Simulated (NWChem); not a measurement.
System: difluoromethane (CH2F2); SMILES C(F)F

Program: NWChem. Structure relaxed at the PBE-D3(BJ)/def2-SVP level. Total energies compare along this basis series because the functional is fixed.

```
level                    basis functions  energy (Ha)  highest occupied level (eV)  orbital gap (eV)  dipole (D)
-----------------------  ---------------  -----------  ---------------------------  ----------------  ----------
Hartree-Fock/STO-3G                   17    -234.6264                       -11.05             27.10        1.25
Hartree-Fock/def2-SVP                 52    -237.7086                       -14.45             19.51        2.27
Hartree-Fock/def2-SVPD                82    -237.7248                       -14.59             17.19        2.21
Hartree-Fock/def2-TZVP               105    -238.0056                       -14.44             18.75        2.14
Hartree-Fock/def2-TZVPD              135    -238.0067                       -14.47             16.37        2.15
Hartree-Fock/def2-TZVPP              121    -238.0063                       -14.44             18.71        2.15
Hartree-Fock/def2-QZVP               231    -238.0169                       -14.46                 …        2.16
```

Problem. What belongs in the gaps?

Solution. 
- Hartree-Fock/def2-QZVP, orbital gap (eV): 17.49
